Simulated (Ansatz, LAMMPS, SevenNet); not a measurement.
# How well does each level of theory give the elastic constant C11 of fcc Pb?

Reference value: 50 GPa (measured, temperature not stated, no zero-point or thermal correction; as tabulated in Brink et al. (2023), arXiv:2211.14170).

Put these levels in order of the elastic constant C11 that they give for fcc Pb, smallest first: LDA (Ansatz, an electronic-structure program), Morse jacobson2022 (LAMMPS), PBE (Ansatz), SevenNet-l3i5 (SevenNet), r²SCAN (Ansatz).

SevenNet-l3i5 (37.9 GPa), PBE (47.1 GPa), r²SCAN (50.5 GPa), Morse jacobson2022 (52.9 GPa), LDA (59.9 GPa)

Unless a cell is named, each level is at its own relaxed cell (Morse jacobson2022 29.77, SevenNet-l3i5 31.99, LDA 29.05, PBE 32.01, r²SCAN 31.13 Å³/atom).

Differences against the reference: Morse jacobson2022 +5.8 %, SevenNet-l3i5 -24 %, LDA +19.8 %, PBE -5.8 %, r²SCAN +1.0 %.

The reference has no zero-point or thermal correction, while the calculations are for a static lattice, so the differences are not the levels' errors alone. A static lattice is as a rule stiffer than a warm one, by over a tenth in soft solids.  Density-functional levels without +SOC have no spin–orbit coupling. Each level is taken at its own relaxed cell. Cutoffs differ between the levels. Ansatz's density-functional and Hartree–Fock values are scalar-relativistic unless marked +SOC, with PAW data made under PBE.

Empirical potentials (Morse jacobson2022) are fitted to chosen data, which need not cover the solid at hand: agreement can be built in, and what lay outside the fit can be far off. Machine-learned potentials (SevenNet-l3i5) are trained on DFT data, which may include these solids.

Differences are worked out from the printed values.
